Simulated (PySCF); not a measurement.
How methods differ on the ionisation energy of Ar

Ar [Ar] (1S) → Ar⁺ [Ne] 3s2 3p5 (2P), as a difference of total energies. All numbers are calculated (PySCF 2.14, the non-relativistic Hamiltonian (point nucleus), in aug-cc-pV(Q+d)Z). Correlated levels: valence: [Ne] frozen. The calculations carry no spin-orbit coupling.

```
           method  ionisation energy (eV)  error (eV)
              UHF                  14.549      -1.270
              LDA                  15.992      +0.173
              PBE                  15.705      -0.114
             PBE0                  15.715      -0.104
           r2SCAN                  15.754      -0.065
        BHandHLYP                  15.617      -0.202
          LC-wPBE                  15.797      -0.022
        CAM-B3LYP                  15.799      -0.020
           revPBE                  15.643      -0.176
    MP2 (valence)                  15.847      +0.028
SCS-MP2 (valence)                  15.760      -0.059
```

Reference: 15.819 eV (measured; NIST levels, between the centres of gravity of the two terms).

Errors of the correlated levels include the incompleteness of this basis and the frozen core.
